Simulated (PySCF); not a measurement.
**OH: structure of the doublet**

Aim: relax OH as a doublet from a linear start, check by its vibrations whether the end is a minimum, and collect its spectrum and constants.

The runs use PySCF 2.14.0; B3LYP, basis O def2-TZVP, H def2-TZVP, no relativity, density fitting.

## (1) Starting geometry

2 atoms, charge 0, spin multiplicity 2.

Bond lengths: O1–H2 0.997 Å.

Coordinates in bohr (charge 0 multiplicity 2):
```
O     0.0000    0.0000    0.0000
H     0.0000    0.0000    1.8841
```

## (2) The SCF at the typed geometry

One driver script runs all steps and calls PySCF; scf.py shows how it sets up the SCF of each step. The optimiser is the driver's own. After this first run the driver tries any further starts and a stability analysis.

scf.py

```python
from pyscf import gto, scf, dft
mol = gto.M(atom='''
O      0.000000     0.000000     0.000000
H      0.000000     0.000000     0.997000''',
    basis={'O': 'def2-TZVP', 'H': 'def2-TZVP'},
    charge=0, spin=1)
mf = dft.UKS(mol, xc='B3LYP')
mf.grids.atom_grid = (50, 194)
aux = {'O': 'def2-universal-JKFIT', 'H': 'def2-universal-JKFIT'}
mf = mf.density_fit(auxbasis=aux)
mf.conv_tol = 1e-08
mf.diis_space = 10
mf.max_cycle = 60
mf.init_guess = 'minao'
mf.verbose = 4
mf.kernel()
```

On the command line:

```sh
$ OMP_NUM_THREADS=2 python axn.py task.json out
```

Further steps of the session: Linear start, doublet: relaxation; Frequencies.

**Question.** What will these runs give? Wanted: minimum; geometry; wavenumbers; dipole moment; highest occupied, lowest empty level; polar-tensor charge of O1; zero-point energy; atomisation energy; ⟨S²⟩.

**Answer**, as computed:

| quantity | value |
| --- | --- |
| minimum | doublet, C∞v |
| geometry | O–H 0.977 Å |
| wavenumbers (cm⁻¹) | 3681 |
| dipole moment | 1.77 D |
| highest occupied, lowest empty level (either spin) | -8.84, -4.83 eV |
| polar-tensor charge of O1 | -0.28 e |
| zero-point energy | 22.0 kJ/mol |
| entropy at 298.15 K | 178.3 J/(mol K) |
| atomisation energy (no zero-point energy) | 446 kJ/mol |
| ⟨S²⟩ | 0.752 |

What this shows: The linear start keeps its C∞v symmetry and ends in a minimum. The strongest infrared band lies at 3681 cm⁻¹ (stretch). Most of the spin sits on O1 (Mulliken spin 1.02, against 1 for the whole molecule). Other starts or spin states, not run here, may lie lower. The SCF density has lower symmetry than the nuclear frame.
